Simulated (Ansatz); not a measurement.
**AlPH+ (quintet): the correlation ladder, def2-QZVPP**

An exercise on one series of results from a longer session: the logs are not shown, and one member is left open.

Program: Ansatz 0.2.0, Gaussian basis. Level of theory: def2-QZVPP, core rule «outside noble gas», up to 10 orbitals frozen. These are calculated values, not measurements.

To be run: UHF; ROHF; CCSD(T) on UHF.

## The system

The geometry is a PBE0/def2-TZVP stationary point (not a proven minimum) of the parent state, kept for this charge and spin.

3 atoms, charge 1, spin multiplicity 5.

Atoms are counted from 1 here; the program's logs count them from 0.

Bond lengths: Al1–P2 2.392 Å, P2–H3 1.430 Å. Angles: Al1–P2–H3 98.4°.

The first run:

Contents of in.yaml:

```yaml
crystal:
  periodic: [false, false, false]
  atoms:
    - {symbol: Al, position_ang: [0.000000, 0.034843, 1.300562]}
    - {symbol: P, position_ang: [0.000000, -0.073644, -1.088657]}
    - {symbol: H, position_ang: [0.000000, 1.330368, -1.360548]}
basis:
  gaussian: {orbitals: "def2-QZVPP.json"}
total_charge: 1
magnetization: {spin_polarized: true, initial_magnetization: 4}
hamiltonian: {xc: hf}
output: {orbitals: {seedname: orbitals}}
```

Launch:

```console
> ansatz run in.yaml --threads 1 --pin off --events-out ev --progress --plain --max-ram 2393MiB
```

Steps of the session up to this table: UHF; ROHF; CCSD(T) on UHF.

One of the session's tables, all rows but one given; the rest of the session is left out.

It belongs to the step «Misses and costs». 

| method | from UCCSD(T) (kcal/mol) |
| --- | --- |
| ROHF | +103.86 |
| UHF | ? |
| UMP2 | +20.30 |
| UCCSD | +4.27 |
| UCCSD(T) | 0 |

**Question.** Estimate the row for UHF.

As computed: from UCCSD(T) (kcal/mol): +101.10. In the column «from UCCSD(T) (kcal/mol)» it lies between UMP2 (+20.30) and ROHF (+103.86).
